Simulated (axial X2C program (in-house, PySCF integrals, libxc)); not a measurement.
# Spin–orbit effects down a group: molecules with F, HF

Calculated with an in-house relativistic program for diatomic molecules, spin-free (one-electron X2C) or two-component (2c: spin–orbit coupling with atomic mean-field Coulomb and Gaunt terms, which also bring small scalar terms), in Dyall basis sets with cores contracted in-house; open shells are unrestricted.

Basis sets: F dyall-av3z, H dyall-v3z, Li dyall-cv3z, Na dyall-cv3z.

```
molecule  spin-free state  Re (Å)  ωe (cm⁻¹)  De (eV)  2c state  Re 2c (Å)  ωe 2c (cm⁻¹)  De 2c (eV)
      HF   M_S = 0, Λ = 0   0.898     4464.8     4.19     Ω = 0      0.898        4464.9        4.18
     LiF   M_S = 0, Λ = 0   1.554      941.3     3.91     Ω = 0      1.554         941.1        3.89
     NaF   M_S = 0, Λ = 0   1.921      548.2     2.90     Ω = 0      1.921         548.1        2.89
```

Each entry is the lowest single determinant of a limited PBE0 search at one distance. De goes to single-determinant-based atoms at the same level (for ions the charge split of lowest energy) and is withheld (n/a) where an atom does not fit its ground term or J level. Main or longest-lived isotopes.
